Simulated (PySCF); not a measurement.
PySCF input for hydrogen isocyanide cation (CHN), SMILES [C-]#[NH+] (connectivity only; charge and spin as stated), charge +1, multiplicity 2, B3LYP/pcH-1. The structure is a stationary point at PBE-D3(BJ)/def2-TZVPD. The spin state was assumed, not searched.

```python
import numpy as np
from pyscf import gto, scf, dft
from pyscf.prop.hfc import uks as hfc
from pyscf.prop.gtensor import uks as gtensor

mol = gto.M(
    atom='''
    C     0.00000000    0.00000000    0.72566631
    N     0.00000000    0.00000000   -0.41567830
    H     0.00000000    0.00000000   -1.44424976
    ''',
    basis='pcH-1',
    charge=1,
    spin=1,
    max_memory=1600,
    verbose=3,
)
mf = dft.UKS(mol, xc='b3lyp')
mf.grids.level = 3
mf.conv_tol = 1e-10
mf.max_cycle = 100
mf.kernel()
fine, coarse = mf.grids, dft.Grids(mol).set(level=1).build(with_non0tab=True)
for _ in range(3):  # follow internal instabilities
    mf.grids = coarse
    mo, _, stable, _ = mf.stability(return_status=True, nroots=4)
    mf.grids = fine
    if stable:
        break
    mf.kernel(mf.make_rdm1(mo, mf.mo_occ))
A = hfc.HFC(mf).make_fcdip(mf.make_rdm1())  # Fermi contact and dipolar terms, MHz
print('atom   A(iso)/MHz   principal dipolar parts/MHz')
for i, a in enumerate(A):
    w = np.linalg.eigvalsh((a + a.T) / 2)
    print(f'{mol.atom_symbol(i):2s}{i + 1:3d} {w.mean():12.2f}', (w - w.mean()).round(2))
gt = gtensor.GTensor(mf)
gt.dia_soc2e, gt.para_soc2e, gt.so_eff_charge = None, None, True
gt.max_cycle_cphf = 60
g = gt.kernel()
```

Log of the run:

```

WARN: HOMO -0.345343962069268 >= LUMO -0.345343962069247

converged SCF energy = -92.9638429750761  <S^2> = 0.77365195  2S+1 = 2.0235137
<class 'pyscf.dft.uks.UKS'> wavefunction is stable in the internal stability analysis
atom   A(iso)/MHz   principal dipolar parts/MHz
C   1      1714.59 [-46.64 -46.64  93.28]
N   2        50.48 [-10.76 -10.76  21.52]
H   3        50.67 [-0.6  -0.6   1.19]
SOC(1e)/OZ [-1.05149704e-03 -1.05149704e-03 -3.38068478e-19]
free electron g 2.00231930436182
g-tensor total [2.0011396  2.0011396  2.00219047]
g-shift (ppt) [-1.17970827 -1.17970827 -0.12883708]
```

The run converged.
